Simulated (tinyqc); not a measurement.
UHF in the sto-6g basis, for H2O, spin multiplicity 1, step by step (part 1 of 2). Computed by tinyqc, a small Python program that keeps every step (integrals from PySCF). Settings: charge = 0, multiplicity = 1, basis = sto-6g, energy threshold = 1e-08, iteration cap = 90, orthogonalisation = symmetric, start = core, DIIS depth = 6, DIIS from iteration = 2, method = UHF, break = 0.7. Command: `OMP_NUM_THREADS=1 python tinyqc.py 30422 30423 out.jsonl` (the two numbers bound the seeds that draw the settings). One thread of a shared host (Intel(R) Xeon(R) Processor @ 2.60GHz), about 0.2 s of CPU time with the checks. Later iterations appear only in the table of the cycle.

## One-electron integrals

Geometry (angstrom):

| atom | x | y | z |
|---|---|---|---|
| O | 0.0000 | 0.0000 | 0.0000 |
| H | 0.0000 | 0.9840 | 0.6450 |
| H | 0.0000 | -0.9840 | 0.6450 |

Basis sto-6g: exponents (1/bohr^2) and contraction coefficients of normalised primitives:

| element | l (shell) | exponent | coefficient |
|---|---|---|---|
| O | s (1) | 1355.5842 | 0.0092 |
| O | s (1) | 248.5449 | 0.0494 |
| O | s (1) | 69.5339 | 0.1685 |
| O | s (1) | 23.8868 | 0.3706 |
| O | s (1) | 9.2759 | 0.4165 |
| O | s (1) | 3.8203 | 0.1303 |
| O | s (2) | 52.1878 | -0.0133 |
| O | s (2) | 10.3293 | -0.0470 |
| O | s (2) | 3.2103 | -0.0338 |
| O | s (2) | 1.2351 | 0.2502 |
| O | s (2) | 0.5364 | 0.5951 |
| O | s (2) | 0.2459 | 0.2407 |
| O | p (3) | 52.1878 | 0.0038 |
| O | p (3) | 10.3293 | 0.0377 |
| O | p (3) | 3.2103 | 0.1739 |
| O | p (3) | 1.2351 | 0.4180 |
| O | p (3) | 0.5364 | 0.4259 |
| O | p (3) | 0.2459 | 0.1017 |
| H | s (1) | 35.5232 | 0.0092 |
| H | s (1) | 6.5131 | 0.0494 |
| H | s (1) | 1.8221 | 0.1685 |
| H | s (1) | 0.6260 | 0.3706 |
| H | s (1) | 0.2431 | 0.4165 |
| H | s (1) | 0.1001 | 0.1303 |

Overlap, kinetic and nuclear-attraction integrals over the contracted functions; the nuclear repulsion is the sum of Za Zb / Rab.

nuclear repulsion = 7.465186 hartree

overlap S:
```
         1O 1s   1O 2s  1O 2px   1O 2py  1O 2pz   2H 1s    3H 1s
1O 1s   1.0000  0.2311  0.0000   0.0000  0.0000  0.0334   0.0334
1O 2s   0.2311  1.0000  0.0000   0.0000  0.0000  0.3455   0.3455
1O 2px  0.0000  0.0000  1.0000   0.0000  0.0000  0.0000   0.0000
1O 2py  0.0000  0.0000  0.0000   1.0000  0.0000  0.2600  -0.2600
1O 2pz  0.0000  0.0000  0.0000   0.0000  1.0000  0.1704   0.1704
2H 1s   0.0334  0.3455  0.0000   0.2600  0.1704  1.0000   0.1262
3H 1s   0.0334  0.3455  0.0000  -0.2600  0.1704  0.1262   1.0000
```

kinetic energy T (hartree):
```
          1O 1s    1O 2s  1O 2px   1O 2py  1O 2pz    2H 1s    3H 1s
1O 1s   29.3272  -0.8960  0.0000   0.0000  0.0000  -0.0065  -0.0065
1O 2s   -0.8960   0.8426  0.0000   0.0000  0.0000   0.0464   0.0464
1O 2px   0.0000   0.0000  2.5313   0.0000  0.0000   0.0000   0.0000
1O 2py   0.0000   0.0000  0.0000   2.5313  0.0000   0.1207  -0.1207
1O 2pz   0.0000   0.0000  0.0000   0.0000  2.5313   0.0791   0.0791
2H 1s   -0.0065   0.0464  0.0000   0.1207  0.0791   0.7685  -0.0113
3H 1s   -0.0065   0.0464  0.0000  -0.1207  0.0791  -0.0113   0.7685
```

nuclear attraction V (hartree):
```
           1O 1s    1O 2s   1O 2px   1O 2py   1O 2pz    2H 1s    3H 1s
1O 1s   -62.1579  -6.3592   0.0000   0.0000  -0.0119  -1.0500  -1.0500
1O 2s    -6.3592  -9.8968   0.0000   0.0000  -0.1393  -2.5719  -2.5719
1O 2px    0.0000   0.0000  -9.8458   0.0000   0.0000   0.0000   0.0000
1O 2py    0.0000   0.0000   0.0000  -9.9521   0.0000  -1.7079   1.7079
1O 2pz   -0.0119  -0.1393   0.0000   0.0000  -9.8914  -1.1506  -1.1506
2H 1s    -1.0500  -2.5719   0.0000  -1.7079  -1.1506  -5.0520  -0.7197
3H 1s    -1.0500  -2.5719   0.0000   1.7079  -1.1506  -0.7197  -5.0520
```

core Hamiltonian H = T + V (hartree):
```
           1O 1s    1O 2s   1O 2px   1O 2py   1O 2pz    2H 1s    3H 1s
1O 1s   -32.8307  -7.2552   0.0000   0.0000  -0.0119  -1.0564  -1.0564
1O 2s    -7.2552  -9.0542   0.0000   0.0000  -0.1393  -2.5255  -2.5255
1O 2px    0.0000   0.0000  -7.3145   0.0000   0.0000   0.0000   0.0000
1O 2py    0.0000   0.0000   0.0000  -7.4207   0.0000  -1.5872   1.5872
1O 2pz   -0.0119  -0.1393   0.0000   0.0000  -7.3601  -1.0714  -1.0714
2H 1s    -1.0564  -2.5255   0.0000  -1.5872  -1.0714  -4.2834  -0.7310
3H 1s    -1.0564  -2.5255   0.0000   1.5872  -1.0714  -0.7310  -4.2834
```

## Two-electron integrals

Functions are numbered as in S; the eight-fold symmetry (ij|kl) = (ji|kl) = (kl|ij) leaves the list below.

Two-electron integrals (ij|kl) in chemists' order, unique and non-zero (hartree):
```
(11|11) 4.7875      (21|11) 0.6759      (21|21) 0.1215      (22|11) 1.1174
(22|21) 0.2492      (22|22) 0.8174      (31|31) 0.0258      (32|31) 0.0391
(32|32) 0.1807      (33|11) 1.1174      (33|21) 0.2492      (33|22) 0.8174
(33|33) 0.8807      (41|41) 0.0258      (42|41) 0.0391      (42|42) 0.1807
(43|43) 0.0475      (44|11) 1.1174      (44|21) 0.2492      (44|22) 0.8174
(44|33) 0.7857      (44|44) 0.8807      (51|51) 0.0258      (52|51) 0.0391
(52|52) 0.1807      (53|53) 0.0475      (54|54) 0.0475      (55|11) 1.1174
(55|21) 0.2492      (55|22) 0.8174      (55|33) 0.7857      (55|44) 0.7857
(55|55) 0.8807      (61|11) 0.1040      (61|21) 0.0179      (61|22) 0.0360
(61|33) 0.0359      (61|41) 0.0007      (61|42) 0.0014      (61|44) 0.0361
(61|51) 4.83e-04    (61|52) 0.0009      (61|54) 1.05e-04    (61|55) 0.0360
(61|61) 0.0027      (62|11) 0.2729      (62|21) 0.0618      (62|22) 0.2270
(62|33) 0.2231      (62|41) 0.0042      (62|42) 0.0317      (62|44) 0.2313
(62|51) 0.0027      (62|52) 0.0208      (62|54) 0.0054      (62|55) 0.2266
(62|61) 0.0092      (62|62) 0.0813      (63|31) 0.0066      (63|32) 0.0380
(63|43) 0.0064      (63|53) 0.0042      (63|63) 0.0110      (64|11) 0.1729
(64|21) 0.0397      (64|22) 0.1554      (64|33) 0.1486      (64|41) 0.0089
(64|42) 0.0581      (64|44) 0.1667      (64|51) 0.0015      (64|52) 0.0131
(64|54) 0.0077      (64|55) 0.1509      (64|61) 0.0061      (64|62) 0.0676
(64|64) 0.0665      (65|11) 0.1133      (65|21) 0.0260      (65|22) 0.1019
(65|33) 0.0974      (65|41) 0.0015      (65|42) 0.0131      (65|44) 0.1009
(65|51) 0.0076      (65|52) 0.0466      (65|54) 0.0087      (65|55) 0.1073
(65|61) 0.0040      (65|62) 0.0443      (65|64) 0.0364      (65|65) 0.0348
(66|11) 0.4427      (66|21) 0.1021      (66|22) 0.4309      (66|33) 0.4146
(66|41) 0.0082      (66|42) 0.0873      (66|44) 0.4487      (66|51) 0.0054
(66|52) 0.0572      (66|54) 0.0223      (66|55) 0.4293      (66|61) 0.0153
(66|62) 0.2035      (66|64) 0.1927      (66|65) 0.1263      (66|66) 0.7750
(71|11) 0.1040      (71|21) 0.0179      (71|22) 0.0360      (71|33) 0.0359
(71|41) -0.0007     (71|42) -0.0014     (71|44) 0.0361      (71|51) 4.83e-04
(71|52) 0.0009      (71|54) -1.05e-04   (71|55) 0.0360      (71|61) 0.0027
(71|62) 0.0088      (71|64) 0.0054      (71|65) 0.0039      (71|66) 0.0146
(71|71) 0.0027      (72|11) 0.2729      (72|21) 0.0618      (72|22) 0.2270
(72|33) 0.2231      (72|41) -0.0042     (72|42) -0.0317     (72|44) 0.2313
(72|51) 0.0027      (72|52) 0.0208      (72|54) -0.0054     (72|55) 0.2266
(72|61) 0.0088      (72|62) 0.0626      (72|64) 0.0366      (72|65) 0.0331
(72|66) 0.1238      (72|71) 0.0092      (72|72) 0.0813      (73|31) 0.0066
(73|32) 0.0380      (73|43) -0.0064     (73|53) 0.0042      (73|63) 0.0081
(73|73) 0.0110      (74|11) -0.1729     (74|21) -0.0397     (74|22) -0.1554
(74|33) -0.1486     (74|41) 0.0089      (74|42) 0.0581      (74|44) -0.1667
(74|51) -0.0015     (74|52) -0.0131     (74|54) 0.0077      (74|55) -0.1509
(74|61) -0.0054     (74|62) -0.0366     (74|64) -0.0140     (74|65) -0.0190
(74|66) -0.0675     (74|71) -0.0061     (74|72) -0.0676     (74|74) 0.0665
(75|11) 0.1133      (75|21) 0.0260      (75|22) 0.1019      (75|33) 0.0974
(75|41) -0.0015     (75|42) -0.0131     (75|44) 0.1009      (75|51) 0.0076
(75|52) 0.0466      (75|54) -0.0087     (75|55) 0.1073      (75|61) 0.0039
(75|62) 0.0331      (75|64) 0.0190      (75|65) 0.0253      (75|66) 0.0709
(75|71) 0.0040      (75|72) 0.0443      (75|74) -0.0364     (75|75) 0.0348
(76|11) 0.0724      (76|21) 0.0166      (76|22) 0.0657      (76|33) 0.0644
(76|44) 0.0658      (76|51) 0.0012      (76|52) 0.0105      (76|55) 0.0671
(76|61) 0.0024      (76|62) 0.0229      (76|64) 0.0167      (76|65) 0.0141
(76|66) 0.0592      (76|71) 0.0024      (76|72) 0.0229      (76|74) -0.0167
(76|75) 0.0141      (76|76) 0.0081      (77|11) 0.4427      (77|21) 0.1021
(77|22) 0.4309      (77|33) 0.4146      (77|41) -0.0082     (77|42) -0.0873
(77|44) 0.4487      (77|51) 0.0054      (77|52) 0.0572      (77|54) -0.0223
(77|55) 0.4293      (77|61) 0.0146      (77|62) 0.1238      (77|64) 0.0675
(77|65) 0.0709      (77|66) 0.2678      (77|71) 0.0153      (77|72) 0.2035
(77|74) -0.1927     (77|75) 0.1263      (77|76) 0.0592      (77|77) 0.7750
```

## Orthogonalisation

S = U s U^T; symmetric (Loewdin) form X = U s^(-1/2) U^T, so that X^T S X = 1.

eigenvalues of S: 0.4823  0.5639  0.8967  1.0000  1.0880  1.3099  1.6592

X:
```
          1O 1s    1O 2s  1O 2px   1O 2py   1O 2pz    2H 1s    3H 1s
1O 1s    1.0221  -0.1303  0.0000   0.0000  -0.0052   0.0162   0.0162
1O 2s   -0.1303   1.1268  0.0000   0.0000   0.0511  -0.1949  -0.1949
1O 2px   0.0000   0.0000  1.0000   0.0000   0.0000   0.0000   0.0000
1O 2py   0.0000   0.0000  0.0000   1.0640   0.0000  -0.1596   0.1596
1O 2pz  -0.0052   0.0511  0.0000   0.0000   1.0247  -0.0944  -0.0944
2H 1s    0.0162  -0.1949  0.0000  -0.1596  -0.0944   1.0994  -0.0420
3H 1s    0.0162  -0.1949  0.0000   0.1596  -0.0944  -0.0420   1.0994
```

## Starting guess

The start is the orbitals of the core Hamiltonian, with HOMO and LUMO mixed by +/-0.7 rad for the two spins; D(s) = C_occ C_occ^T for each spin.

D(alpha) at the start:
```
          1O 1s    1O 2s   1O 2px   1O 2py   1O 2pz    2H 1s    3H 1s
1O 1s    1.0615  -0.2781   0.0183   0.0000  -0.0167   0.0428   0.0428
1O 2s   -0.2781   1.2753  -0.1933   0.0000   0.1096  -0.2569  -0.2569
1O 2px   0.0183  -0.1933   0.5850   0.0000  -0.0814   0.3775   0.3775
1O 2py   0.0000   0.0000   0.0000   1.1116   0.0000  -0.1348   0.1348
1O 2pz  -0.0167   0.1096  -0.0814   0.0000   1.0544  -0.1326  -0.1326
2H 1s    0.0428  -0.2569   0.3775  -0.1348  -0.1326   0.2792   0.2465
3H 1s    0.0428  -0.2569   0.3775   0.1348  -0.1326   0.2465   0.2792
```

D(beta) at the start:
```
          1O 1s    1O 2s   1O 2px   1O 2py   1O 2pz    2H 1s    3H 1s
1O 1s    1.0615  -0.2781  -0.0183   0.0000  -0.0167   0.0428   0.0428
1O 2s   -0.2781   1.2753   0.1933   0.0000   0.1096  -0.2569  -0.2569
1O 2px  -0.0183   0.1933   0.5850   0.0000   0.0814  -0.3775  -0.3775
1O 2py   0.0000   0.0000   0.0000   1.1116   0.0000  -0.1348   0.1348
1O 2pz  -0.0167   0.1096   0.0814   0.0000   1.0544  -0.1326  -0.1326
2H 1s    0.0428  -0.2569  -0.3775  -0.1348  -0.1326   0.2792   0.2465
3H 1s    0.0428  -0.2569  -0.3775   0.1348  -0.1326   0.2465   0.2792
```

## Iteration 1: building the Fock matrix

J_ij = sum D_kl (ij|kl) with D = D(alpha) + D(beta), K_ij = sum D_kl (ik|jl) for each spin; F = H + J - K(s); E = tr D H + tr D J / 2 - 0.5 sum_s tr D(s) K(s) + E_nn.

Coulomb J (hartree):
```
          1O 1s   1O 2s  1O 2px   1O 2py  1O 2pz   2H 1s    3H 1s
1O 1s   18.1436  3.2456  0.0000   0.0000  0.0075  0.4823   0.4823
1O 2s    3.2456  8.4932  0.0000   0.0000  0.0448  2.3151   2.3151
1O 2px   0.0000  0.0000  8.4307   0.0000  0.0000  0.0000   0.0000
1O 2py   0.0000  0.0000  0.0000   8.5302  0.0000  1.5715  -1.5715
1O 2pz   0.0075  0.0448  0.0000   0.0000  8.5187  1.0400   1.0400
2H 1s    0.4823  2.3151  0.0000   1.5715  1.0400  4.4024   0.6656
3H 1s    0.4823  2.3151  0.0000  -1.5715  1.0400  0.6656   4.4024
```

exchange K(alpha) (hartree):
```
          1O 1s   1O 2s   1O 2px   1O 2py  1O 2pz   2H 1s    3H 1s
1O 1s    4.9332  0.7800  -0.0027   0.0000  0.0006  0.1245   0.1245
1O 2s    0.7800  1.3552   0.0095   0.0000  0.0076  0.3358   0.3358
1O 2px  -0.0027  0.0095   0.8204   0.0000  0.0089  0.1300   0.1300
1O 2py   0.0000  0.0000   0.0000   1.1708  0.0000  0.1788  -0.1788
1O 2pz   0.0006  0.0076   0.0089   0.0000  1.1688  0.1237   0.1237
2H 1s    0.1245  0.3358   0.1300   0.1788  0.1237  0.2763   0.1190
3H 1s    0.1245  0.3358   0.1300  -0.1788  0.1237  0.1190   0.2763
```

exchange K(beta) (hartree):
```
         1O 1s    1O 2s   1O 2px   1O 2py   1O 2pz    2H 1s    3H 1s
1O 1s   4.9332   0.7800   0.0027   0.0000   0.0006   0.1245   0.1245
1O 2s   0.7800   1.3552  -0.0095   0.0000   0.0076   0.3358   0.3358
1O 2px  0.0027  -0.0095   0.8204   0.0000  -0.0089  -0.1300  -0.1300
1O 2py  0.0000   0.0000   0.0000   1.1708   0.0000   0.1788  -0.1788
1O 2pz  0.0006   0.0076  -0.0089   0.0000   1.1688   0.1237   0.1237
2H 1s   0.1245   0.3358  -0.1300   0.1788   0.1237   0.2763   0.1190
3H 1s   0.1245   0.3358  -0.1300  -0.1788   0.1237   0.1190   0.2763
```

F(alpha) (hartree):
```
           1O 1s    1O 2s   1O 2px   1O 2py   1O 2pz    2H 1s    3H 1s
1O 1s   -19.6202  -4.7896   0.0027   0.0000  -0.0050  -0.6986  -0.6986
1O 2s    -4.7896  -1.9162  -0.0095   0.0000  -0.1022  -0.5463  -0.5463
1O 2px    0.0027  -0.0095   0.2958   0.0000  -0.0089  -0.1300  -0.1300
1O 2py    0.0000   0.0000   0.0000  -0.0614   0.0000  -0.1945   0.1945
1O 2pz   -0.0050  -0.1022  -0.0089   0.0000  -0.0102  -0.1552  -0.1552
2H 1s    -0.6986  -0.5463  -0.1300  -0.1945  -0.1552  -0.1574  -0.1845
3H 1s    -0.6986  -0.5463  -0.1300   0.1945  -0.1552  -0.1845  -0.1574
```

F(beta) (hartree):
```
           1O 1s    1O 2s   1O 2px   1O 2py   1O 2pz    2H 1s    3H 1s
1O 1s   -19.6202  -4.7896  -0.0027   0.0000  -0.0050  -0.6986  -0.6986
1O 2s    -4.7896  -1.9162   0.0095   0.0000  -0.1022  -0.5463  -0.5463
1O 2px   -0.0027   0.0095   0.2958   0.0000   0.0089   0.1300   0.1300
1O 2py    0.0000   0.0000   0.0000  -0.0614   0.0000  -0.1945   0.1945
1O 2pz   -0.0050  -0.1022   0.0089   0.0000  -0.0102  -0.1552  -0.1552
2H 1s    -0.6986  -0.5463   0.1300  -0.1945  -0.1552  -0.1574  -0.1845
3H 1s    -0.6986  -0.5463   0.1300   0.1945  -0.1552  -0.1845  -0.1574
```

total energy of this density = -74.402957 hartree

## Iteration 1: diagonalisation and new density

Diagonalise F' = X^T F X, C = X C', fill 5 alpha and 5 beta electrons from the bottom; D(s) = C_occ C_occ^T. Each column has its largest component positive (the first on a tie).

F' = X^T F X (alpha) (hartree):
```
          1        2        3        4        5        6        7
1  -19.2963  -2.4662  -0.0002   0.0000  -0.0125  -0.0903  -0.0903
2   -2.4662  -0.9820   0.0391   0.0000  -0.0225  -0.2701  -0.2701
3   -0.0002   0.0391   0.2958   0.0000   0.0149  -0.1348  -0.1348
4    0.0000   0.0000   0.0000   0.0640   0.0000  -0.2407   0.2407
5   -0.0125  -0.0225   0.0149   0.0000   0.0388  -0.1467  -0.1467
6   -0.0903  -0.2701  -0.1348  -0.2407  -0.1467   0.0765  -0.0974
7   -0.0903  -0.2701  -0.1348   0.2407  -0.1467  -0.0974   0.0765
```

orbital energies (alpha) (hartree): MO1 -19.6242, MO2 -0.8343, MO3 -0.2258, MO4 -0.1153, MO5 0.1474, MO6 0.4617, MO7 0.4637

coefficients C (alpha):
```
            MO1      MO2      MO3      MO4      MO5      MO6      MO7
1O 1s    0.9963  -0.2292   0.0000   0.1048  -0.0452  -0.0639   0.0000
1O 2s    0.0163   0.8955   0.0000  -0.5555   0.2980   0.4072   0.0000
1O 2px  -0.0002   0.0414   0.0000   0.2725  -0.6201   0.7345   0.0000
1O 2py   0.0000   0.0000   0.6638   0.0000   0.0000   0.0000   0.8616
1O 2pz   0.0013   0.1145   0.0000   0.6014   0.7362   0.3919   0.0000
2H 1s   -0.0029   0.1408   0.4018   0.4317  -0.3903  -0.4977  -0.7180
3H 1s   -0.0029   0.1408  -0.4018   0.4317  -0.3903  -0.4977   0.7180
```

F' = X^T F X (beta) (hartree):
```
          1        2        3        4        5        6        7
1  -19.2963  -2.4662   0.0002   0.0000  -0.0125  -0.0903  -0.0903
2   -2.4662  -0.9820  -0.0391   0.0000  -0.0225  -0.2701  -0.2701
3    0.0002  -0.0391   0.2958   0.0000  -0.0149   0.1348   0.1348
4    0.0000   0.0000   0.0000   0.0640   0.0000  -0.2407   0.2407
5   -0.0125  -0.0225  -0.0149   0.0000   0.0388  -0.1467  -0.1467
6   -0.0903  -0.2701   0.1348  -0.2407  -0.1467   0.0765  -0.0974
7   -0.0903  -0.2701   0.1348   0.2407  -0.1467  -0.0974   0.0765
```

orbital energies (beta) (hartree): MO1 -19.6242, MO2 -0.8343, MO3 -0.2258, MO4 -0.1153, MO5 0.1474, MO6 0.4617, MO7 0.4637

coefficients C (beta):
```
            MO1      MO2      MO3      MO4      MO5      MO6      MO7
1O 1s    0.9963  -0.2292   0.0000   0.1048  -0.0452   0.0639   0.0000
1O 2s    0.0163   0.8955   0.0000  -0.5555   0.2980  -0.4072   0.0000
1O 2px   0.0002  -0.0414   0.0000  -0.2725   0.6201   0.7345   0.0000
1O 2py   0.0000   0.0000   0.6638   0.0000   0.0000   0.0000   0.8616
1O 2pz   0.0013   0.1145   0.0000   0.6014   0.7362  -0.3919   0.0000
2H 1s   -0.0029   0.1408   0.4018   0.4317  -0.3903   0.4977  -0.7180
3H 1s   -0.0029   0.1408  -0.4018   0.4317  -0.3903   0.4977   0.7180
```

D(alpha) after iteration 1:
```
          1O 1s    1O 2s   1O 2px   1O 2py   1O 2pz    2H 1s    3H 1s
1O 1s    1.0582  -0.2606   0.0469   0.0000   0.0048   0.0277   0.0277
1O 2s   -0.2606   1.1995  -0.2991   0.0000  -0.0121  -0.2301  -0.2301
1O 2px   0.0469  -0.2991   0.4605   0.0000  -0.2878   0.3655   0.3655
1O 2py   0.0000   0.0000   0.0000   0.4406   0.0000   0.2667  -0.2667
1O 2pz   0.0048  -0.0121  -0.2878   0.0000   0.9168  -0.0116  -0.0116
2H 1s    0.0277  -0.2301   0.3655   0.2667  -0.0116   0.5200   0.1972
3H 1s    0.0277  -0.2301   0.3655  -0.2667  -0.0116   0.1972   0.5200
```

D(beta) after iteration 1:
```
          1O 1s    1O 2s   1O 2px   1O 2py   1O 2pz    2H 1s    3H 1s
1O 1s    1.0582  -0.2606  -0.0469   0.0000   0.0048   0.0277   0.0277
1O 2s   -0.2606   1.1995   0.2991   0.0000  -0.0121  -0.2301  -0.2301
1O 2px  -0.0469   0.2991   0.4605   0.0000   0.2878  -0.3655  -0.3655
1O 2py   0.0000   0.0000   0.0000   0.4406   0.0000   0.2667  -0.2667
1O 2pz   0.0048  -0.0121   0.2878   0.0000   0.9168  -0.0116  -0.0116
2H 1s    0.0277  -0.2301  -0.3655   0.2667  -0.0116   0.5200   0.1972
3H 1s    0.0277  -0.2301  -0.3655  -0.2667  -0.0116   0.1972   0.5200
```
